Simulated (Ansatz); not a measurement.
# Chromium, bcc under RPBE: from relaxation to bulk modulus

The plan for chromium in the bcc structure: relax it, solve it on a dense k-mesh, switch on spin-orbit coupling, then scale the cell to 7 volumes from 88 to 112 % of the relaxed one and try a fit of the equation of state. The k-meshes are 15×15×15 for the relaxation; 25×25×25 for the dense run; 15×15×15 for spin-orbit coupling; 25×25×25 for the volumes. The starting cell is the deposited one, from the Crystallography Open Database.

Computed with Ansatz 0.2.0 (DFT RPBE, plane waves (420 eV) with PAW, scalar-relativistic; PAW files made under PBE, frozen cores solved again for the functional, unless a step says otherwise).

### Step 1. The starting structure

The structure is cubic, space group Im-3m (No. 229). The conventional cell has a = 2.884 Å, b = 2.884 Å, c = 2.884 Å, α = 90.00°, β = 90.00°, γ = 90.00°. Around Cr (site symmetry m-3m) lie 8 Cr at 2.50 Å.

As a file:

```cif
data_structure
_symmetry_space_group_name_H-M 'P 1'
_symmetry_Int_Tables_number 1
_cell_length_a 2.4975
_cell_length_b 2.4975
_cell_length_c 2.4975
_cell_angle_alpha 109.471
_cell_angle_beta 109.471
_cell_angle_gamma 109.471
_cell_volume 11.99
loop_
_atom_site_label
_atom_site_type_symbol
_atom_site_fract_x
_atom_site_fract_y
_atom_site_fract_z
_atom_site_occupancy
Cr1 Cr 0.00000 0.00000 0.00000 1
```

### Step 2. Relaxing cell and atoms

File input.yaml:

```yaml
crystal:
  lattice:
    - [-1.44195, 1.44195, 1.44195]
    - [1.44195, -1.44195, 1.44195]
    - [1.44195, 1.44195, -1.44195]
  atoms:
    - { symbol: Cr, position: [0.0, 0.0, 0.0] }
hamiltonian:
  xc: rpbe
  pseudopotentials:
    kind: paw
    azcp:
      Cr: "pseudopotentials/Cr.paw.azcp"
basis:
  ecutwfc: 420
  fft_grid_basis: typed
kpoints:
  mp_grid: { grid: [15, 15, 15], shift: [0, 0, 0] }
magnetization:
  spin_polarized: false
scf:
  occupations: { method: fermi_dirac, width: 0.1 }
relax:
  max_steps: 60
  f_tol: 0.01
  cell: {}
```

Further steps of the session: The energy on a finer k-mesh; A two-component run at the same geometry; The cell scaled to 88 % of its volume; The cell scaled to 92 % of its volume; The cell scaled to 96 % of its volume; The cell scaled to 100 % of its volume; The cell scaled to 104 % of its volume; The cell scaled to 108 % of its volume; The cell scaled to 112 % of its volume.

Q: Predict the outcome of this session. Wanted: space group; conventional cell; volume; shortest distance; gap on the mesh; relative to bcc, antiferromagnetic; V₀, B₀, B₀′.

**Answer**, as computed:

| quantity | value |
| --- | --- |
| space group (spins left aside) | Im-3m (No. 229) |
| conventional cell | a = 2.868 Å |
| volume | 11.799 Å³/atom |
| shortest distance | 2.484 Å |
| against the deposited volume | -1.6 % (11.993 Å³/atom) |
| gap on the mesh | none (levels filled in part) |
| relative to bcc, antiferromagnetic | +36 meV/atom |
| V₀, B₀, B₀′ | 11.789 Å³/atom, 243 GPa, 4.3 |

In words: Against experiment, RPBE misses the volume by -1.6 %. Part of the miss is zero-point motion and any thermal expansion in the deposited cell. The same structure in its antiferromagnetic state, relaxed in a run of its own, lies 36 meV/atom lower. No gap shows: it is a metal or semimetal at this level. Totals with and without spin-orbit coupling (-0.11 eV/atom apart) can't be read as binding, since the two-component data shift the zero of energy. The fitted modulus is 243 GPa, too stiff, partly because the moments are missing.
